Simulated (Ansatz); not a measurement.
## What each level of theory costs: C4H10O2, SMILES COCCOC, on Neoverse N1 cores, threads left to the program

Program: Ansatz 0.2.0. No other job shared the machine, and each run was timed once from launch to exit. Hardware: an Arm Neoverse N1 node (56 of its 64 cores, memory capped at 64 GiB). Times and memory are rounded to two significant figures, and ratios are formed from the unrounded values. A row is a single run, so small differences between rows aren't established. Precision is the program's default, which can work at lower precision in parts of a run. Ansatz fits or factors the two-electron integrals of a Gaussian basis by default. It has two schemes, and a run can build a set of factors by either or by both: the log gives each set's size, with a bound on the integrals' error for one scheme and none for the other.

The first rung is HF.

Commands are shown without the flags for output files and display.

| Item | Value |
| --- | --- |
| atoms | 16 |
| electrons | 50 |
| basis | def2-tzvp |
| basis functions | 246 |
| integral factors (in one run; the count can differ a little by machine) | 1736 (no error bound) |

Input used:

```yaml
crystal:
  periodic: [false, false, false]
  atoms:
    - { symbol: C, position_ang: [2.7400, 0.7000, -0.0100] }
    - { symbol: O, position_ang: [1.4500, 0.3700, 0.4800] }
    - { symbol: C, position_ang: [0.7300, -0.4700, -0.4400] }
    # ... 12 more atoms, left out here ...
    - { symbol: H, position_ang: [-3.3600, 1.2100, 0.1600] }
basis:
  gaussian: { orbitals: def2-tzvp }
hamiltonian: { xc: hf }
```

Command for every rung:

```bash
taskset -c 8-63 ansatz run input.yaml --backend cpu --max-ram 64GiB
```

Lines that stand in the other rungs' inputs in place of, or beside, those above:

```yaml
# PBE
hamiltonian: { xc: pbe }
# r2SCAN
hamiltonian: { xc: r2scan }
# PBE0
hamiltonian: { xc: pbe0 }
# wB97M-V
hamiltonian: { xc: { name: wB97M-V } }
# MP2
correlation: { method: mp2 }
# (no hamiltonian line)
# RPA on PBE0
hamiltonian: { xc: pbe0 }
correlation: { method: rpa }
# CCSD(T)
correlation: { method: ccsd_t }
# (no hamiltonian line)
```

```csv
level,wall time,stage clocks,of them the mean-field stage,outside them,integral factors,SCF iterations,threads,host memory (GiB)
HF,0.59 s,0.52 s,,0.078 s,1736 (no error bound),12,56,0.55
PBE,0.88 s,0.77 s,,0.11 s,1462 (no error bound),19,56,0.46
PBE0,1.0 s,0.89 s,,0.11 s,1462 (no error bound),17,56,0.66
MP2,1.2 s,1.2 s,1.1 s,0.093 s,1711 (error up to 1.3e-3 eV),15,56,0.71
r2SCAN,1.6 s,1.5 s,,0.11 s,1462 (no error bound),20,56,0.57
RPA on PBE0,2.1 s,2.0 s,1.5 s,0.13 s,1711 (error up to 1.3e-3 eV),19,56,0.86
CCSD(T),31 s,30 s,1.2 s,0.75 s,1711 (error up to 1.3e-3 eV),22,56,6.2
```

The stage clocks are the program's own, summed: the mean-field stage and the correlated steps. The mean-field stage is one clock over all work up to the reference state: integrals, SCF, tests for a lower state where a run makes them. The correlated steps include the solver's set-up. Outside lie the rest of start-up and exit.

SCF iterations count the mean-field evaluations that the program logged over all starts and steps, those after a first convergence included. Functionals ending in -V hold the non-local VV10 term, a sum over pairs of grid points whose cost follows the grid and not the basis. Correlated methods freeze the cores.

The correlated rungs have a mean-field stage of their own, with their own integral factors and tests, which can cost more than the first rung's, so the added time isn't the cost of correlation alone.

Of the 31 s of CCSD(T), the CCSD cycles take 7.5 s and (T) 20 s.

The first rung takes only 0.59 s, 0.52 s of it on the stage clocks, in a single run. That is too short to divide by, since fixed costs and noise weigh heavily on it, so no ratios to it are given. The cost of one level against another in a larger system can differ much from what these times suggest.

How long does wB97M-V take on Neoverse N1 cores, threads left to the program?

2.4 s, against 0.59 s for the first rung, in 18 SCF iterations against 12; peak host memory 0.98 GiB. Of the wall time 2.3 s is on the stage clocks and 0.15 s outside. On the stage clocks alone it is 2.3 s against 0.52 s. Its integral factors: 1462 (no error bound) and 420 (error up to 9.8e-6 eV); in the first rung: 1736 (no error bound).
